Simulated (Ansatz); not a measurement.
**One shape, several levels: BH3Cl− (SMILES [BH3-]Cl)**

Wanted: a comparison of 6 runs (UHF/STO-3G, CAM-B3LYP/STO-3G, HSE06/STO-3G, revPBE/STO-3G, wB97X/STO-3G, CCSD(T)/STO-3G) of BH3Cl−. 

The results are computed with Ansatz 0.2.0.

3 further runs of the same task are left out: 3 that didn't finish.

## Step 1: The system as given

BH3Cl− has 5 atoms, charge -1, and is taken as a singlet. As SMILES, `[BH3-]Cl`. The H5–B1 distance was set to 3.020 Å, away from the relaxed value. At this shape a bond of the SMILES string is far longer than usual.

Bond lengths: B1–Cl2 1.873 Å, B1–H3 1.208 Å, B1–H4 1.208 Å. Angles: Cl2–B1–H3 106.7°, Cl2–B1–H4 106.7°, H3–B1–H4 112.0°.

## Step 2: A single-point energy at UHF/STO-3G (run 1)

run.yaml reads:

```yaml
crystal:
  periodic: [false, false, false]
  atoms:
    - symbol: B
      position_ang: [0.205226, -1.405772, -1.057271]
    - symbol: Cl
      position_ang: [-0.723024, -0.861452, -2.590171]
    - symbol: H
      position_ang: [1.345916, -1.612522, -1.396271]
    - symbol: H
      position_ang: [-0.337264, -2.409252, -0.660471]
    - symbol: H
      position_ang: [0.000500, 0.857390, 0.931390]
basis:
  gaussian:
    orbitals: STO-3G
total_charge: -1
magnetization:
  spin_polarized: true
  initial_magnetization: 0
hamiltonian:
  xc: hf
accuracy: high
```

Command:

```console
$ ansatz run run.yaml --threads 1 --pin off --max-ram 2610MiB --events-out events.jsonl --progress --plain --runs-dir runs
```

Standard output:

```text
Warning: RAYON_NUM_THREADS=1 ignored (pool sized by the plan → 1); use --threads N
Functional definition: HF
  name "HF"
  exchange = exact_x
  correlation = 0
281 factors; integrals over basis functions are off by at most 5.9e-9 eV
mean field evaluation 1: about -13067.3303 eV, gradient 1.3e1 eV
mean field evaluation 2: about -13067.3624 eV, gradient 1.3e1 eV
mean field evaluation 4: about -13070.5508 eV, gradient 2.6e0 eV
mean field evaluation 8: about -13070.6685 eV, gradient 2.4e-2 eV
mean field evaluation 16: about -13073.8414 eV, gradient 1.3e0 eV
mean field -13073.85570357 eV, -480.4553353286 hartree, gradient 1.7e-8 eV, S^2 0.976478; 1 other end points of the search recorded, 0 dependent functions left out
reference -13073.85570357 eV, -480.4553353286 hartree; 13, 13 occupied and 4, 4 virtual orbitals, 281 factors
Total energy: -13073.85570357 eV, -480.4553353286 hartree
```

Run time: 0.12 s. Hardware: 1 thread of Arm Neoverse V1, shared host.

## Step 3: A single-point energy at CAM-B3LYP/STO-3G (run 2)

job.yaml reads:

```yaml
crystal:
  periodic: [false, false, false]
  atoms:
    - {symbol: B, position_ang: [0.205226, -1.405772, -1.057271]}
    - {symbol: Cl, position_ang: [-0.723024, -0.861452, -2.590171]}
    - {symbol: H, position_ang: [1.345916, -1.612522, -1.396271]}
    - {symbol: H, position_ang: [-0.337264, -2.409252, -0.660471]}
    - {symbol: H, position_ang: [0.000500, 0.857390, 0.931390]}
basis:
  gaussian: {orbitals: STO-3G}
total_charge: -1
hamiltonian: {xc: {name: CAM-B3LYP}}
accuracy: high
```

Command:

```console
$ ansatz run job.yaml --threads 1 --pin off --max-ram 2610MiB --events-out events.jsonl --progress --plain --runs-dir runs
```

Standard output:

```text
Warning: RAYON_NUM_THREADS=1 ignored (pool sized by the plan → 1); use --threads N
Functional definition: CAM-B3LYP
  name "CAM-B3LYP"
  parameter alpha = 0.19
  parameter beta = 0.46
  parameter omega = 0.33/bohr
  parameter ac = 0.81
  exchange = (1 - alpha - beta)*b88_x + beta*b88_x_sr(omega) + alpha*exact_x + beta*exact_x_lr(omega)
  correlation = (1 - ac)*vwn5_c + ac*lyp_c
281 factors; integrals over basis functions are off by at most 5.9e-9 eV
146 factors; integrals over basis functions are off by at most 1.1e-9 eV
mean field evaluation 1: about -13089.7161 eV, gradient 1.9e1 eV
mean field evaluation 2: about -13073.1730 eV, gradient 3.8e1 eV
mean field evaluation 4: about -13094.3361 eV, gradient 5.9e0 eV
mean field evaluation 8: about -13094.5530 eV, gradient 1.7e-1 eV
mean field evaluation 16: about -13094.5203 eV, gradient 1.6e-5 eV
mean field -13094.52028469 eV, -481.2147446776 hartree, gradient 2.9e-8 eV, S^2 0.000000; 0 other end points of the search recorded, 0 dependent functions left out
reference -13094.52029857 eV, -481.2147451878 hartree; 13, 13 occupied and 4, 4 virtual orbitals, 281 factors
Total energy: -13094.52029857 eV, -481.2147451878 hartree
```

Wall time 0.95 s (1 thread of Arm Neoverse V1, shared host); peak memory 0.092 GiB.

Runs 3 to 5 aren't shown in full; the table further down has their settings and results.

## Step 4: The energy at CCSD(T)/STO-3G (run 6)

input.yaml reads:

```yaml
crystal:
  periodic: [false, false, false]
  atoms:
    - {symbol: B, position_ang: [0.205226, -1.405772, -1.057271]}
    - {symbol: Cl, position_ang: [-0.723024, -0.861452, -2.590171]}
    - {symbol: H, position_ang: [1.345916, -1.612522, -1.396271]}
    - {symbol: H, position_ang: [-0.337264, -2.409252, -0.660471]}
    - {symbol: H, position_ang: [0.000500, 0.857390, 0.931390]}
basis:
  gaussian:
    orbitals: STO-3G
total_charge: -1
correlation:
  method: ccsd_t
  frozen_orbitals: {B: 1, Cl: 5, H: 0}
accuracy: high
scf:
  omitted_lower_state_checks: [cluster_reference, increment]
```

Command:

```console
$ ansatz run input.yaml --threads 1 --pin off --max-ram 2610MiB --events-out events.jsonl --progress --plain --runs-dir runs
```

Standard output:

```text
Warning: RAYON_NUM_THREADS=1 ignored (pool sized by the plan → 1); use --threads N
[... 4 set-up lines as earlier in the session ...]
these checks for a lower state are left out or cut short: cluster_reference, increment
281 factors; integrals over basis functions are off by at most 5.9e-9 eV
mean field evaluation 1: about -13067.3303 eV, gradient 1.9e1 eV
mean field evaluation 2: about -13067.3624 eV, gradient 1.9e1 eV
mean field evaluation 4: about -13070.5508 eV, gradient 3.7e0 eV
mean field evaluation 8: about -13070.6685 eV, gradient 3.3e-2 eV
mean field -13070.66847032 eV, -480.3382066671 hartree, gradient 2.6e-8 eV, S^2 0.000000; 0 other end points of the search recorded, 0 dependent functions left out; unrestricted orbitals would lower it
6 core orbitals not correlated: weight in the atoms' cores, before any rotation towards them, 1.000 or more for the frozen orbitals, at most 0.000 for the correlated occupied ones
reference -13070.66847032 eV, -480.3382066671 hartree; 7, 7 occupied and 4, 4 virtual orbitals, 281 factors
second order -2.74127602 eV of doubles, -0.00000000 eV of singles
cycle   1  -2.50922236 eV  change   -6.9e-1 eV  update   1.5e-1
cycle   2  -2.95349356 eV  change   -4.4e-1 eV  update   1.3e-1
cycle   3  -3.27580230 eV  change   -3.2e-1 eV  update   1.1e-1
cycle   4  -3.52672317 eV  change   -2.5e-1 eV  update   9.7e-2
cycle   5  -3.72763570 eV  change   -2.0e-1 eV  update   8.2e-2
cycle   6  -3.88955363 eV  change   -1.6e-1 eV  update   6.8e-2
cycle   7  -4.01952911 eV  change   -1.3e-1 eV  update   5.5e-2
cycle   8  -4.51119137 eV  change   -4.9e-1 eV  update   4.4e-2
cycle   9  -4.55589626 eV  change   -4.5e-2 eV  update   1.0e-2
cycle  10  -4.45512791 eV  change    1.0e-1 eV  update   2.7e-2
cycle  11  -4.47226599 eV  change   -1.7e-2 eV  update   8.1e-3
cycle  12  -4.48157483 eV  change   -9.3e-3 eV  update   2.6e-3
cycle  13  -4.48042753 eV  change    1.1e-3 eV  update   3.5e-4
cycle  14  -4.48016796 eV  change    2.6e-4 eV  update   1.0e-4
cycle  15  -4.48010262 eV  change    6.5e-5 eV  update   2.9e-5
cycle  16  -4.48009054 eV  change    1.2e-5 eV  update   1.8e-6
cycle  17  -4.48009535 eV  change   -4.8e-6 eV  update   6.3e-7
cycle  18  -4.48009375 eV  change    1.6e-6 eV  update   2.0e-7
cycle  19  -4.48009288 eV  change    8.6e-7 eV  update   7.1e-8
cycle  20  -4.48009102 eV  change    1.9e-6 eV  update   5.7e-7
cycle  21  -4.48008736 eV  change    3.7e-6 eV  update   4.1e-7
cycle  22  -4.48008731 eV  change    5.6e-8 eV  update   2.5e-8
cycle  23  -4.48008724 eV  change    6.9e-8 eV  update   1.0e-8
cycle  24  -4.48008724 eV  change   -3.1e-9 eV  update   2.7e-9
cycle  25  -4.48008724 eV  change  -9.8e-10 eV  update   1.1e-9
cycle  26  -4.48008724 eV  change   9.8e-10 eV  update  3.1e-10
cycle  27  -4.48008724 eV  change  -1.4e-10 eV  update  1.1e-10
perturbative correction -0.40884449 eV, -0.0150247579 hartree
WARN: these amplitudes may be one of several solutions (largest doubles amplitude 0.80, level shift 6.35 eV)
Total energy: -13075.55740206 eV, -480.5178715944 hartree
Checks for a lower state left out: cluster_reference, increment
```

Wall time 0.14 s (1 thread of Arm Neoverse V1, shared host).

## Step 5: The series

```tsv
run	level	frozen core orbitals	energy (Eh)	wall time
1	UHF/STO-3G	–	-480.455335	0.12 s
2	CAM-B3LYP/STO-3G	–	-481.214745	0.95 s
3	HSE06/STO-3G	–	-481.078139	1.1 s
4	revPBE/STO-3G	–	-481.200270	1 s
5	wB97X/STO-3G	–	-481.247844	3.9 s
6	CCSD(T)/STO-3G	6	-480.517872	0.14 s
```

## Step 6: What came out

| quantity | value |
| --- | --- |
| run 6: total energy | -480.51787 Eh |
| run 6: correlation energy (6 core orbitals frozen) | -179.7 mEh |
| run 6: (T) correction | -15.02 mEh |
| run 6: T1 diagnostic | 0.111 |

In words: Totals of different functionals can't be ranked against each other. In run 6 the T1 diagnostic is large, so a single reference may not serve. In run 6 the log says that unrestricted orbitals would lower the reference, so the values rest on an unstable closed-shell determinant (other closed-shell runs at this shape may share the fault). In runs 1, 2, 3, 4, 5, 6 the basis is minimal, so the values are rough. Spin contamination of the reference: run 1 ⟨S²⟩ = 0.98. Where it is this large, the reference is a mixture of spin states, and values that rest on it are in doubt. All runs together took 7.2 s, the longest 3.9 s.
